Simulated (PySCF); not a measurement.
PySCF input (M06-2X/6-31G* (5d)):

```python
from pyscf import gto, dft

mol = gto.M(
    atom='''
    O     0.48055385    1.23179566    0.07123776
    C     0.08562762    0.07027235   -0.02389028
    N     1.00626554   -0.92842649    0.11309204
    C    -1.36042777   -0.31419675   -0.10205132
    H    -1.96283413    0.55313497   -0.36202520
    H    -1.50169577   -1.10859351   -0.83655991
    H    -1.68137161   -0.70252237    0.86657569
    H     1.90641279   -0.63385265   -0.27388722
    ''',
    basis='6-31g*',
    charge=0,
    spin=1,
    verbose=4,
)

mf = dft.UKS(mol, xc='m062x')
mf.grids.level = 4
mf.conv_tol = 1e-9
mf.max_cycle = 100
mf.max_memory = 1500
mf.kernel()
if not mf.converged:
    mf = mf.newton()
    mf.kernel(mf.make_rdm1())
mo, _, stable, _ = mf.stability(return_status=True)
if not stable:
    mf.kernel(mf.make_rdm1(mo, mf.mo_occ))
    stable = mf.stability(return_status=True)[2]
mf.dip_moment()
```

Output:

```
PySCF version 2.14.0

[INPUT] verbose = 4
[INPUT] num. atoms = 8
[INPUT] num. electrons = 31
[INPUT] charge = 0
[INPUT] spin (= nelec alpha-beta = 2S) = 1
[INPUT] symmetry False subgroup None
[INPUT] Mole.unit = angstrom
[INPUT] Symbol           X                Y                Z      unit          X                Y                Z       unit  Magmom
[INPUT]  1 O      0.480553850000   1.231795660000   0.071237760000 AA    0.908115164605   2.327756438828   0.134619856127 Bohr   0.0
[INPUT]  2 C      0.085627620000   0.070272350000  -0.023890280000 AA    0.161812750498   0.132795495630  -0.045146086239 Bohr   0.0
[INPUT]  3 N      1.006265540000  -0.928426490000   0.113092040000 AA    1.901566279188  -1.754471792891   0.213712982468 Bohr   0.0
[INPUT]  4 C     -1.360427770000  -0.314196750000  -0.102051320000 AA   -2.570835897553  -0.593745806728  -0.192849045450 Bohr   0.0
[INPUT]  5 H     -1.962834130000   0.553134970000  -0.362025200000 AA   -3.709218933649   1.045273603220  -0.684128478191 Bohr   0.0
[INPUT]  6 H     -1.501695770000  -1.108593510000  -0.836559910000 AA   -2.837793727718  -2.094938117370  -1.580869116691 Bohr   0.0
[INPUT]  7 H     -1.681371610000  -0.702522370000   0.866575690000 AA   -3.177331856519  -1.327574875680   1.637590720306 Bohr   0.0
[INPUT]  8 H      1.906412790000  -0.633852650000  -0.273887220000 AA    3.602598053468  -1.197807911830  -0.517571834818 Bohr   0.0

nuclear repulsion = 113.24659128146
number of shells = 32
number of NR pGTOs = 124
number of NR cGTOs = 64
basis = 6-31g*
ecp = {}

******** <class 'pyscf.dft.uks.UKS'> ********
method = UKS
initial guess = minao
damping factor = 0
level_shift factor = 0
DIIS = <class 'pyscf.scf.diis.CDIIS'>
diis_start_cycle = 1
diis_space = 8
diis_damp = 0
SCF conv_tol = 1e-09
SCF conv_tol_grad = None
SCF max_cycles = 100
direct_scf = True
direct_scf_tol = 1e-13
number electrons alpha = 16  beta = 15
XC library pyscf.dft.libxc version 7.1.2
    S. Lehtola, C. Steigemann, M. J. T. Oliveira, and M. A. L. Marques,  SoftwareX 7, 1–5 (2018)
XC functionals = m062x
    Y. Zhao and D. G. Truhlar,  Theor. Chem. Acc. 120, 215 (2008)
    Y. Zhao and D. G. Truhlar,  Theor. Chem. Acc. 120, 215 (2008)
radial grids:
    Treutler-Ahlrichs [JCP 102, 346 (1995); DOI:10.1063/1.469408] (M4) radial grids

becke partition: Becke, JCP 88, 2547 (1988); DOI:10.1063/1.454033
pruning grids: <function nwchem_prune>
grids dens level: 4
symmetrized grids: False
atomic radii adjust function: <function treutler_atomic_radii_adjust>
small_rho_cutoff = 0
Set gradient conv threshold to 3.16228e-05
tot grids = 176184
init E= -208.896545112006
  alpha nocc = 16  HOMO = -0.279433314148772  LUMO = -0.0180916548162546
  beta  nocc = 15  HOMO = -0.325669065257718  LUMO = -0.279433314148772

WARN: HOMO -0.279433314148772 >= LUMO -0.279433314148772

cycle= 1 E= -208.29085666379  delta_E= 0.606  |g|= 0.546  |ddm|= 1.89
  alpha nocc = 16  HOMO = -0.189094651282105  LUMO = 0.0694386626529706
  beta  nocc = 15  HOMO = -0.205659326337452  LUMO = -0.106035309901868
  HOMO = -0.189094651282  LUMO = -0.106035309902  gap/eV = 2.26016
cycle= 2 E= -207.971414081354  delta_E= 0.319  |g|= 1.06  |ddm|= 1.23
  alpha nocc = 16  HOMO = -0.339920698086134  LUMO = 0.0587906447774724
  beta  nocc = 15  HOMO = -0.316979291486204  LUMO = -0.10642754756195
  HOMO = -0.316979291486  LUMO = -0.106427547562  gap/eV = 5.72940
cycle= 3 E= -208.422204260117  delta_E= -0.451  |g|= 0.0881  |ddm|= 0.878
  alpha nocc = 16  HOMO = -0.34438671412355  LUMO = 0.063966096566586
  beta  nocc = 15  HOMO = -0.325992817932071  LUMO = -0.111074516368354
  HOMO = -0.325992817932  LUMO = -0.111074516368  gap/eV = 5.84822
cycle= 4 E= -208.425855193856  delta_E= -0.00365  |g|= 0.0448  |ddm|= 0.106
  alpha nocc = 16  HOMO = -0.346459441853527  LUMO = 0.0644075407129683
  beta  nocc = 15  HOMO = -0.329574572399572  LUMO = -0.0973767014297988
  HOMO = -0.3295745724  LUMO = -0.0973767014298  gap/eV = 6.31843
cycle= 5 E= -208.427071767778  delta_E= -0.00122  |g|= 0.0121  |ddm|= 0.0442
  alpha nocc = 16  HOMO = -0.346975527878585  LUMO = 0.0662533071187998
  beta  nocc = 15  HOMO = -0.330304758908323  LUMO = -0.0950319261317003
  HOMO = -0.330304758908  LUMO = -0.0950319261317  gap/eV = 6.40210
cycle= 6 E= -208.427263966945  delta_E= -0.000192  |g|= 0.00571  |ddm|= 0.0218
  alpha nocc = 16  HOMO = -0.347804610607384  LUMO = 0.065925272581421
  beta  nocc = 15  HOMO = -0.331074380730022  LUMO = -0.0942180591100592
  HOMO = -0.33107438073  LUMO = -0.0942180591101  gap/eV = 6.44519
cycle= 7 E= -208.427330452887  delta_E= -6.65e-05  |g|= 0.00266  |ddm|= 0.0136
  alpha nocc = 16  HOMO = -0.347857936055502  LUMO = 0.0660583460001205
  beta  nocc = 15  HOMO = -0.331171146489941  LUMO = -0.0940559691156237
  HOMO = -0.33117114649  LUMO = -0.0940559691156  gap/eV = 6.45223
cycle= 8 E= -208.427358266614  delta_E= -2.78e-05  |g|= 0.00159  |ddm|= 0.00911
  alpha nocc = 16  HOMO = -0.347624517414168  LUMO = 0.0663582436261234
  beta  nocc = 15  HOMO = -0.331021850463149  LUMO = -0.0938649906663445
  HOMO = -0.331021850463  LUMO = -0.0938649906663  gap/eV = 6.45337
cycle= 9 E= -208.427376218254  delta_E= -1.8e-05  |g|= 0.00111  |ddm|= 0.0082
  alpha nocc = 16  HOMO = -0.347724513463155  LUMO = 0.0664039771971301
  beta  nocc = 15  HOMO = -0.331196138275444  LUMO = -0.0940168874422826
  HOMO = -0.331196138275  LUMO = -0.0940168874423  gap/eV = 6.45398
cycle= 10 E= -208.427388694882  delta_E= -1.25e-05  |g|= 0.000743  |ddm|= 0.00829
  alpha nocc = 16  HOMO = -0.347593357084608  LUMO = 0.0667003816341949
  beta  nocc = 15  HOMO = -0.331137157231411  LUMO = -0.093863217887328
  HOMO = -0.331137157231  LUMO = -0.0938632178873  gap/eV = 6.45655
cycle= 11 E= -208.427395263848  delta_E= -6.57e-06  |g|= 0.000489  |ddm|= 0.00723
  alpha nocc = 16  HOMO = -0.347525291482193  LUMO = 0.066784438037006
  beta  nocc = 15  HOMO = -0.331132898332208  LUMO = -0.0939457249701325
  HOMO = -0.331132898332  LUMO = -0.0939457249701  gap/eV = 6.45419
cycle= 12 E= -208.42739761328  delta_E= -2.35e-06  |g|= 0.000279  |ddm|= 0.00484
  alpha nocc = 16  HOMO = -0.3475139415677  LUMO = 0.0668642282236562
  beta  nocc = 15  HOMO = -0.331182833301451  LUMO = -0.0939094219921017
  HOMO = -0.331182833301  LUMO = -0.0939094219921  gap/eV = 6.45654
cycle= 13 E= -208.427398259169  delta_E= -6.46e-07  |g|= 0.000136  |ddm|= 0.00291
  alpha nocc = 16  HOMO = -0.347472162451444  LUMO = 0.0668847105351844
  beta  nocc = 15  HOMO = -0.331178131913506  LUMO = -0.0938958705493538
  HOMO = -0.331178131914  LUMO = -0.0938958705494  gap/eV = 6.45678
cycle= 14 E= -208.427398351479  delta_E= -9.23e-08  |g|= 6.27e-05  |ddm|= 0.000812
  alpha nocc = 16  HOMO = -0.347447331476997  LUMO = 0.0668971530460154
  beta  nocc = 15  HOMO = -0.331185705386316  LUMO = -0.0938833476813143
  HOMO = -0.331185705386  LUMO = -0.0938833476813  gap/eV = 6.45733
cycle= 15 E= -208.42739837955  delta_E= -2.81e-08  |g|= 3.72e-05  |ddm|= 0.000603
  alpha nocc = 16  HOMO = -0.347438070599105  LUMO = 0.0668972175956815
  beta  nocc = 15  HOMO = -0.33118452206747  LUMO = -0.0938834569592943
  HOMO = -0.331184522067  LUMO = -0.0938834569593  gap/eV = 6.45729
cycle= 16 E= -208.427398382726  delta_E= -3.18e-09  |g|= 1.51e-05  |ddm|= 0.000134
  alpha nocc = 16  HOMO = -0.347433269627341  LUMO = 0.0668992548380829
  beta  nocc = 15  HOMO = -0.331183032157567  LUMO = -0.0938818335641503
  HOMO = -0.331183032158  LUMO = -0.0938818335642  gap/eV = 6.45729
cycle= 17 E= -208.427398383641  delta_E= -9.15e-10  |g|= 8.65e-06  |ddm|= 7.18e-05
  alpha nocc = 16  HOMO = -0.347432231157516  LUMO = 0.0668996540590925
  beta  nocc = 15  HOMO = -0.331182765338648  LUMO = -0.0938816073917201
  HOMO = -0.331182765339  LUMO = -0.0938816073917  gap/eV = 6.45729
Extra cycle  E= -208.42739838386  delta_E= -2.19e-10  |g|= 6.57e-06  |ddm|= 2.44e-05
converged SCF energy = -208.42739838386  <S^2> = 0.76834407  2S+1 = 2.0182607
uhf_internal: lowest eigs of H = [0.07520674 0.16591515 0.2914946 ]
<class 'pyscf.dft.uks.UKS'> wavefunction is stable in the internal stability analysis
Dipole moment(X, Y, Z, Debye): -0.72636, -1.27555, -1.03258
```
